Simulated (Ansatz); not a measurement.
bcc Nb was calculated with PBE-D4 (Ansatz, a program for electronic structure, PAW).

Run with plane-wave cutoff 520 eV, 24×24×24 k mesh, Fermi–Dirac smearing 0.05 eV, no spin polarisation, scalar-relativistic PAW data made under PBE.

Computed points:

```csv
V (Å³/atom),E − E_lowest (meV/atom)
16.754,38.60
17.111,16.62
17.467,4.04
17.824,0.00
18.180,3.72
18.537,14.49
18.893,31.68
```

What bulk modulus B0 and pressure derivative B′ does a third-order Birch–Murnaghan fit give?

V0 = 17.826 Å³/atom, B0 = 174 GPa, B′ = 3.8 (fit to the energies at full precision).

Measured, for comparison: bulk modulus 173 GPa (0 K value with the zero-point phonon effect removed; as tabulated in Mejia-Rodriguez and Trickey (2018), arXiv:1807.09216); equilibrium volume per atom 17.87 Å³/atom (static lattice: zero-point anharmonic expansion removed; as tabulated in Mejia-Rodriguez and Trickey (2018), arXiv:1807.09216). Computed (rounded) less measured: bulk modulus +0.6 %, equilibrium volume per atom -0.2 %.

Computed values are for the static lattice.
